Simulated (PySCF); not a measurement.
# doublet [SF2]+: levels of theory compared

Wanted: a comparison of 4 runs (U-r2SCAN/def2-TZVP, UBLYP/def2-TZVP, UPBE0/def2-TZVP, UCCSD(T)/def2-TZVP) of doublet [SF2]+. Input form: a Python script.

Program for the calculation: PySCF 2.14.0.

1 further run of the same task is left out (set aside as unsound or not needed).

## 1. Starting point

[SF2]+ has 3 atoms, charge +1, and is taken as a doublet. SMILES of the parent species: `FSF`. Geometry: relaxed at PBE0-D4/def2-TZVP. That shape belongs to the parent species and isn't relaxed for this state.

Bond lengths: F1–S2 1.590 Å, S2–F3 1.590 Å. Angles: F1–S2–F3 98.6°.

## 2. A single-point energy at U-r2SCAN/def2-TZVP (run 1)

mol.xyz

```xyz
3

F      0.440140     1.116450     0.365400
S     -0.601990     0.126530    -0.315250
F      0.161840    -1.242970    -0.050150
```

job.py

```python
from pyscf import gto, dft

mol = gto.M(
    atom='mol.xyz',
    max_memory=1860,
    spin=1,
    verbose=3,
    charge=1,
    basis='def2-tzvp',
)

mf = dft.UKS(mol, xc='r2scan')
mf.conv_tol = 1e-10
mf.grids.level = 5
mf.kernel()
if not mf.converged:
    mf = mf.newton().run(mf.mo_coeff, mf.mo_occ)

e_tot = mf.e_tot
print('Final energy', e_tot)
```

On the command line:

```console
$ OMP_NUM_THREADS=1 python job.py
```

The program printed:

```text
WARN: HOMO -0.230009630860629 >= LUMO -0.230009630860643

converged SCF energy = -597.454748919449  <S^2> = 0.75707362  2S+1 = 2.0070612
Final energy -597.4547489194488
```

Wall time 44 s (1 thread of Arm Neoverse V2, shared host); peak memory 0.55 GiB.

## 3. The energy at UBLYP/def2-TZVP (run 2)

input.py

```python
from pyscf import gto, dft

mol = gto.M(
    atom=[
    ('F', (0.440140, 1.116450, 0.365400)),
    ('S', (-0.601990, 0.126530, -0.315250)),
    ('F', (0.161840, -1.242970, -0.050150)),
],
    verbose=3,
    charge=1,
    max_memory=1860,
    basis='def2-tzvp',
    spin=1,
)

calc0 = dft.UKS(mol)
calc0.xc = 'blyp'
calc0.conv_tol = 1e-10
calc0.grids.level = 5
calc0.kernel()
if not calc0.converged:
    calc0 = calc0.newton().run(calc0.mo_coeff, calc0.mo_occ)

e_final = calc0.e_tot
print('E(%s) = %.9f' % ('BLYP', e_final))
```

On the command line:

```console
$ OMP_NUM_THREADS=1 python input.py
```

The program printed:

```text
WARN: HOMO -0.216386562390582 >= LUMO -0.216386562390589

converged SCF energy = -597.567948759583  <S^2> = 0.75280388  2S+1 = 2.0028019
E(BLYP) = -597.567948760
```

It took 17 s on 1 thread of Arm Neoverse V2, shared host; peak memory 0.5 GiB.

Run 3 isn't shown in full; the table further down has it.

## 4. A single-point energy at UCCSD(T)/def2-TZVP (run 4)

start.xyz

```xyz
3

F      0.440140     1.116450     0.365400
S     -0.601990     0.126530    -0.315250
F      0.161840    -1.242970    -0.050150
```

input.py

```python
from pyscf import gto, scf, cc

molecule = gto.M(
    atom='start.xyz',
    max_memory=1860,
    basis='def2-tzvp',
    verbose=3,
    spin=1,
    charge=1,
)

calc0 = scf.UHF(molecule)
calc0.conv_tol = 1e-10
calc0.kernel()
if not calc0.converged:
    calc0 = calc0.newton().run(calc0.mo_coeff, calc0.mo_occ)

mycc = cc.CCSD(calc0, frozen=7)
mycc.kernel()
e_t = mycc.ccsd_t()
energy = mycc.e_tot + e_t
print(f'total energy: {energy:.8f} hartree')
```

On the command line:

```console
$ OMP_NUM_THREADS=1 python input.py
```

The program printed:

```text
converged SCF energy = -596.097217942444  <S^2> = 0.77431741  2S+1 = 2.0241713
E(UCCSD) = -596.7573860779154  E_corr = -0.6601681354715173
UCCSD(T) correction = -0.0262068055303621
total energy: -596.78359288 hartree
```

Run time: 3.3 min. Hardware: 1 thread of Arm Neoverse V2, shared host; peak memory 3.2 GiB.

## 5. The series

```
run               level  integration grid  frozen core orbitals  energy (Eh)  HOMO energy (eV)  LUMO energy (eV)   ⟨S²⟩  wall time
  1  U-r2SCAN/def2-TZVP                 5                     –  -597.454749            -16.08            -13.76  0.757       44 s
  2     UBLYP/def2-TZVP                 5                     –  -597.567949            -15.42            -13.97  0.753       17 s
  3     UPBE0/def2-TZVP                 5                     –  -597.229452            -17.39            -12.99  0.756       19 s
  4  UCCSD(T)/def2-TZVP                 –                     7  -596.783593            -22.08             -8.49  0.774    3.3 min
```

## 6. Outcome

```
                                                         quantity          value
                                              run 4: total energy  -596.78359 Eh
run 4: HOMO energy (Hartree–Fock orbitals) (highest over α and β)      -22.08 eV
 run 4: LUMO energy (Hartree–Fock orbitals) (lowest over α and β)       -8.49 eV
               run 4: correlation energy (7 core orbitals frozen)     -686.4 mEh
                                            run 4: (T) correction     -26.21 mEh
                         run 4: ⟨S²⟩ of the reference determinant          0.774
                                             run 4: T1 diagnostic          0.024
```

Totals of different functionals can't be ranked against each other. All runs together took 4.6 min, the longest 3.3 min.
